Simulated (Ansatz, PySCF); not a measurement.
This PySCF input computes a CAM-B3LYP/def2-TZVPD energy:

```python
from pyscf import gto, scf, dft

mol = gto.M(
    atom='''
    C    -0.00000000   -0.00000000   -0.73641303
    N     0.00000000    0.00000000    0.42763309
    H     0.00000000    0.00000000    1.42504654
    ''',
    basis='def2-tzvpd',
    charge=0,
    spin=0,
    verbose=4,
)

mf = dft.RKS(mol, xc='camb3lyp').density_fit(auxbasis='def2-universal-jkfit')
mf.grids.level = 3
mf.conv_tol = 1e-9
mf.max_cycle = 100
mf.max_memory = 1500
mf.kernel()
if not mf.converged:
    mf = mf.newton()
    mf.kernel(mf.make_rdm1())
mf.analyze()
```

Problem. Write an input for the same energy in Ansatz (a quantum-chemistry and plane-wave program) and say what it gives.

Solution. 
Ansatz 0.2 input:
```yaml
crystal:
  periodic: [false, false, false]
  atoms:
    - {symbol: C, position_ang: [-0.00000000, -0.00000000, -0.73641303]}
    - {symbol: N, position_ang: [0.00000000, 0.00000000, 0.42763309]}
    - {symbol: H, position_ang: [0.00000000, 0.00000000, 1.42504654]}
basis:
  gaussian:
    orbitals: def2-TZVPD
hamiltonian:
  xc: {name: CAM-B3LYP}
output: {forces: true}
```
It gives -93.39528 Eh, and PySCF -93.39529 Eh, a difference of 0.01 mEh.
